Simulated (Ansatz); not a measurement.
C3. Total charge 0; singlet. Geometry relaxed at r2SCAN-D4/def2-TZVP.

| atom | x (Å) | y (Å) | z (Å) |
| --- | --- | --- | --- |
| C1 | 0.000 | 0.000 | 0.000 |
| C2 | -0.265 | -1.232 | -0.287 |
| C3 | 0.265 | 1.232 | 0.286 |

The structure comes from a short search, and lower isomers may exist.

Problem. Estimate the harmonic wavenumbers at RKS r2SCAN-D4/def2-TZVP (Ansatz, unscaled). Is this a minimum?

Solution. 29, 29, 1223, 2123 cm⁻¹. Yes, no mode is imaginary beyond noise. Zero-point energy 20.4 kJ/mol. It took 2.7 s on 4 threads of Arm Neoverse V2 on a shared host.
